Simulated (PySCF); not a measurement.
Atom-mapped SMILES (the numbers label the heavy atoms): `[CH2:1]=[CH:2][C:3](=[O:4])[O:5][CH3:6]` (H(Xn): hydrogen on atom n). Ha(C1) is cis to C3; Hb(C1) is trans to C3.

GIAO PBE0/pcSseg-1 shifts (PySCF 2.14.0 with density-fitted response routines, gas phase, non-relativistic, equivalent atoms averaged), each against references optimised in the same way as the molecule (TMS, H2O).

On the GFN2-xTB geometry: C3 173.2, C1 140.6, C2 136.2, C6 53.7, O4 410.2, O5 194.7, Ha(C1) 6.98, H(C2) 6.30, Hb(C1) 6.21, H(C6) 3.92 ppm.

**Question.** What changes on the PBE0-D3(BJ)/def2-SVP geometry?

**Answer.** 
```csv
atoms,δ (ppm),change
C3,170.2,-3.0
C1,141.6,+1.0
C2,135.7,-0.5
C6,51.9,-1.8
O4,406.6,-3.6
O5,192.1,-2.6
Ha(C1),6.95,-0.03
H(C2),6.17,-0.13
Hb(C1),6.12,-0.09
H(C6),3.66,-0.26
```

Bonds between heavy atoms that differ most (equivalent bonds averaged): C1–C2 1.325 → 1.334 Å, C2–C3 1.479 → 1.482 Å, O5–C6 1.419 → 1.415 Å, C3–O5 1.343 → 1.340 Å. Mean change of bonds to hydrogen: C–H +0.012 Å.
